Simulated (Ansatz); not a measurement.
CH₇AlO, singlet: a trajectory.

The input file, in.yaml:

```yaml
crystal:
  periodic: [false, false, false]
  atoms:
    - {symbol: Al, position_ang: [-0.971874, -0.276871, -0.816913]}
    - {symbol: H, position_ang: [0.426691, 1.311442, -1.941379]}
    - {symbol: H, position_ang: [-1.210781, -1.235211, -2.047045]}
    - {symbol: H, position_ang: [-1.779781, 1.061738, -0.547353]}
    - {symbol: H, position_ang: [0.695019, 0.683234, -2.258563]}
    - {symbol: O, position_ang: [0.115867, -0.823274, 0.355336]}
    - {symbol: C, position_ang: [0.578422, -0.287053, 1.558246]}
    - {symbol: H, position_ang: [0.420923, -1.000414, 2.374227]}
    - {symbol: H, position_ang: [0.072124, 0.649931, 1.826721]}
    - {symbol: H, position_ang: [1.653492, -0.083522, 1.496720]}
basis:
  gaussian: {orbitals: def2-SVP}
hamiltonian: {xc: pbe0, dispersion: d4}
md: {n_steps: 25, timestep: 0.25, temperature: 8000, ensemble: nve, seed: 627, initial_velocities: maxwell_boltzmann}
```

Launched with

```bash
ansatz run in.yaml --threads 2 --pin off --events-out ev --progress --plain --max-ram 4352MiB
```

The run's output (Ansatz 0.2.0):

```
Functional definition: PBE0
  name "PBE0"
  cite "Adamo & Barone, J. Chem. Phys. 110, 6158 (1999) doi:10.1063/1.478522"
  cite "Perdew, Burke & Ernzerhof, Phys. Rev. Lett. 77, 3865 (1996) doi:10.1103/PhysRevLett.77.3865"
  parent pbe
  parameter a = 0.25
  parameter kappa = 0.804
  parameter beta = 0.06672455060314922
  exchange = (1 - a)*pbe_x(kappa = kappa, mu = beta*pi^2/3) + a*exact_x
  correlation = pbe_c(beta = beta)
855 factors; integrals over basis functions are off by at most 3.4e-4 eV
mean field evaluation 1: about -9779.0062 eV, gradient 4.6e1 eV
mean field evaluation 2: about -9768.4048 eV, gradient 8.6e1 eV
mean field evaluation 4: about -9783.4369 eV, gradient 3.8e0 eV
mean field evaluation 8: about -9783.4851 eV, gradient 3.6e-2 eV
mean field -9783.48513754 eV, -359.5364473203 hartree, gradient 4.1e-6 eV, S^2 0.000000; 0 other end points of the search recorded, 0 dependent functions left out
the calculation of the forces begins
reference -9783.48516698 eV, -359.5364484020 hartree; 17, 17 occupied and 64, 64 virtual orbitals, 855 factors
md step     0: t =     0.00 fs  T =  8000.0 K  F+E_penalty+E_count = -9783.59975906 eV  E_kin = 8.272640 eV  conserved = -9775.32711913 eV  (24 SCF iters)
md step     1: t =     0.25 fs  T =  7983.5 K  F+E_penalty+E_count = -9783.58251182 eV  E_kin = 8.255598 eV  conserved = -9775.32691381 eV  (26 SCF iters, 3 dispersion substeps)
md step     2: t =     0.50 fs  T =  7927.4 K  F+E_penalty+E_count = -9783.52435298 eV  E_kin = 8.197608 eV  conserved = -9775.32674464 eV  (27 SCF iters, 3 dispersion substeps)
md step     3: t =     0.75 fs  T =  7834.1 K  F+E_penalty+E_count = -9783.42774159 eV  E_kin = 8.101117 eV  conserved = -9775.32662446 eV  (27 SCF iters, 3 dispersion substeps)
md step     4: t =     1.00 fs  T =  7705.7 K  F+E_penalty+E_count = -9783.29485630 eV  E_kin = 7.968336 eV  conserved = -9775.32652003 eV  (27 SCF iters, 3 dispersion substeps)
md step     5: t =     1.25 fs  T =  7544.5 K  F+E_penalty+E_count = -9783.12796395 eV  E_kin = 7.801580 eV  conserved = -9775.32638415 eV  (26 SCF iters, 3 dispersion substeps)
md step     6: t =     1.50 fs  T =  7353.2 K  F+E_penalty+E_count = -9782.93001371 eV  E_kin = 7.603833 eV  conserved = -9775.32618026 eV  (27 SCF iters, 3 dispersion substeps)
md step     7: t =     1.75 fs  T =  7136.0 K  F+E_penalty+E_count = -9782.70513464 eV  E_kin = 7.379238 eV  conserved = -9775.32589710 eV  (27 SCF iters, 3 dispersion substeps)
md step     8: t =     2.00 fs  T =  6898.2 K  F+E_penalty+E_count = -9782.45885482 eV  E_kin = 7.133305 eV  conserved = -9775.32554980 eV  (27 SCF iters, 3 dispersion substeps)
md step     9: t =     2.25 fs  T =  6646.1 K  F+E_penalty+E_count = -9782.19773125 eV  E_kin = 6.872552 eV  conserved = -9775.32517894 eV  (27 SCF iters, 3 dispersion substeps)
md step    10: t =     2.50 fs  T =  6385.3 K  F+E_penalty+E_count = -9781.92775079 eV  E_kin = 6.602953 eV  conserved = -9775.32479760 eV  (27 SCF iters, 3 dispersion substeps)
md step    11: t =     2.75 fs  T =  6120.9 K  F+E_penalty+E_count = -9781.65382011 eV  E_kin = 6.329451 eV  conserved = -9775.32436870 eV  (27 SCF iters, 3 dispersion substeps)
md step    12: t =     3.00 fs  T =  5858.7 K  F+E_penalty+E_count = -9781.38232827 eV  E_kin = 6.058393 eV  conserved = -9775.32393538 eV  (27 SCF iters, 3 dispersion substeps)
md step    13: t =     3.25 fs  T =  5606.2 K  F+E_penalty+E_count = -9781.12075508 eV  E_kin = 5.797211 eV  conserved = -9775.32354367 eV  (27 SCF iters, 3 dispersion substeps)
md step    14: t =     3.50 fs  T =  5369.7 K  F+E_penalty+E_count = -9780.87585830 eV  E_kin = 5.552656 eV  conserved = -9775.32320206 eV  (27 SCF iters, 3 dispersion substeps)
md step    15: t =     3.75 fs  T =  5154.7 K  F+E_penalty+E_count = -9780.65332718 eV  E_kin = 5.330416 eV  conserved = -9775.32291107 eV  (27 SCF iters, 3 dispersion substeps)
md step    16: t =     4.00 fs  T =  4966.0 K  F+E_penalty+E_count = -9780.45789987 eV  E_kin = 5.135230 eV  conserved = -9775.32267014 eV  (24 SCF iters, 3 dispersion substeps)
md step    17: t =     4.25 fs  T =  4807.1 K  F+E_penalty+E_count = -9780.29344669 eV  E_kin = 4.970967 eV  conserved = -9775.32247930 eV  (24 SCF iters, 3 dispersion substeps)
md step    18: t =     4.50 fs  T =  4681.1 K  F+E_penalty+E_count = -9780.16300018 eV  E_kin = 4.840661 eV  conserved = -9775.32233939 eV  (24 SCF iters, 3 dispersion substeps)
md step    19: t =     4.75 fs  T =  4590.1 K  F+E_penalty+E_count = -9780.06875251 eV  E_kin = 4.746500 eV  conserved = -9775.32225227 eV  (24 SCF iters, 3 dispersion substeps)
md step    20: t =     5.00 fs  T =  4535.2 K  F+E_penalty+E_count = -9780.01202489 eV  E_kin = 4.689803 eV  conserved = -9775.32222143 eV  (25 SCF iters, 3 dispersion substeps)
md step    21: t =     5.25 fs  T =  4517.0 K  F+E_penalty+E_count = -9779.99320480 eV  E_kin = 4.670953 eV  conserved = -9775.32225182 eV  (25 SCF iters, 3 dispersion substeps)
md step    22: t =     5.50 fs  T =  4534.8 K  F+E_penalty+E_count = -9780.01164490 eV  E_kin = 4.689295 eV  conserved = -9775.32234997 eV  (25 SCF iters, 3 dispersion substeps)
md step    23: t =     5.75 fs  T =  4586.7 K  F+E_penalty+E_count = -9780.06550405 eV  E_kin = 4.742980 eV  conserved = -9775.32252367 eV  (25 SCF iters, 3 dispersion substeps)
md step    24: t =     6.00 fs  T =  4669.6 K  F+E_penalty+E_count = -9780.15150638 eV  E_kin = 4.828728 eV  conserved = -9775.32277813 eV  (25 SCF iters, 3 dispersion substeps)
md step    25: t =     6.25 fs  T =  4778.9 K  F+E_penalty+E_count = -9780.26487833 eV  E_kin = 4.941789 eV  conserved = -9775.32308930 eV  (24 SCF iters, 3 dispersion substeps)
Total energy: -9780.26490790 eV, -359.4181060637 hartree
Atom 0 at    -0.903441    -0.243238    -0.713980 Å, force    -3.948176    -0.563639    -5.756960 eV/Å
Atom 1 at     0.323276     0.774567    -2.340139 Å, force    -0.619447     0.050173    -2.586415 eV/Å
Atom 2 at    -1.355777    -1.550895    -1.870576 Å, force     0.371632     1.397281     1.248402 eV/Å
Atom 3 at    -1.605650     1.183925    -0.937119 Å, force     0.135683    -0.167122     0.636432 eV/Å
Atom 4 at     0.037948     0.733357    -3.163062 Å, force     0.867777     0.030266     2.471320 eV/Å
Atom 5 at     0.197480    -0.726683     0.310000 Å, force     3.262900    -2.736783    -2.839042 eV/Å
Atom 6 at     0.419142    -0.360064     1.526664 Å, force     2.140010    -1.005462     4.712227 eV/Å
Atom 7 at     0.552477    -1.336943     2.125605 Å, force    -2.063646     0.992420     0.386106 eV/Å
Atom 8 at    -0.570036     0.315905     1.577224 Å, force     2.806001    -0.114074     2.996317 eV/Å
Atom 9 at     1.666251    -0.296104     1.852028 Å, force    -2.952735     2.116941    -1.268385 eV/Å
Dipole moment:     0.073519     0.212312     0.160176 e Å

[the SCF lines of later steps are left out]
```

The lines “mean field evaluation” count trial sets of orbitals through the whole run, from several starts and some on an approximate energy, so they need not fall steadily or lie above the final value.

The run took about 36 s on 2 CPU threads of an Arm Neoverse V1 (shared host).


The run ended normally. The set temperature is far above any at which the molecule holds together: the atoms start with that much kinetic energy, which flows into stretching the bonds.